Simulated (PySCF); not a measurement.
ethane cation (C₂H₆), SMILES CC (connectivity only; charge and spin as stated), charge +1, multiplicity 2.

Geometry: PBE-D3(BJ)/def2-TZVP. The multiplicity is an assumed one; other spin states were not compared.

Calculation: PBE/def2-TZVPD run with PySCF.

Isolated molecule, no solvent.

```json
{
  "total_energy": "-79.32225 hartree",
  "point_group": "C2h",
  "α spin, highest occupied and lowest empty level": "-15.07 and -5.57 eV",
  "β spin, highest occupied and lowest empty level": "-15.97 and -13.96 eV",
  "dipole_moment_about_the_centre_of_nuclear_charge": "0.00 D",
  "mean_static_polarisability": "28.4 bohr³ (4.21 Å³)",
  "polarisability_principal_values": "22.3, 22.7, 40.3 bohr³",
  "⟨S²⟩": "0.752 (pure state 0.75)"
}
```
